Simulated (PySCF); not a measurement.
C2H8B (charge -1).
Geometry (PBE0-D3(BJ)/def2-SVP, Å), atoms numbered from 1 in this order:
```xyz
11
C2H8B angstrom
B     -1.3548    0.2224   -0.1251
C      0.0527   -0.4815    0.3499
C      1.2913    0.1059   -0.3194
H     -2.3387   -0.2963    0.4548
H     -1.3358    1.4512    0.1411
H     -1.5080    0.0919   -1.3663
H      0.1762   -0.3984    1.4506
H      0.0291   -1.5734    0.1477
H      1.2227    0.0094   -1.4181
H      2.2521   -0.3566   -0.0083
H      1.3680    1.1889   -0.1132
```

The closed-shell ground state was solved at several levels (PySCF, density fitting, gas phase, non-relativistic). The geometry's basis has no diffuse functions, a weakness for an anion. No diffuse functions stand in pcJ-1, pcSseg-1 and pcSseg-2, which bears on an anion's orbital energies.

```tsv
level	basis functions	HOMO (eV)	LUMO (eV)	gap (eV)
B3LYP/pcJ-1	161	-1.64	5.75	7.39
PBE0/pcSseg-2	220	-1.91	4.64	6.55
PBE0/pcSseg-1	91	-1.78	6.04	7.82
```

Task: What might CAM-B3LYP/def2-SVPD (124 basis functions) give for the same quantities?

Result: HOMO -3.32 eV, LUMO 5.17 eV, gap 8.49 eV.

Task: Over all these levels, which gives the widest orbital gap and which the narrowest?

Result: CAM-B3LYP/def2-SVPD (range-separated hybrid) has the widest, 8.49 eV, and PBE0/pcSseg-2 (global hybrid, 25 % exact exchange) the narrowest, 6.55 eV. Functional and basis both differ between the two, so the spread mixes both effects.
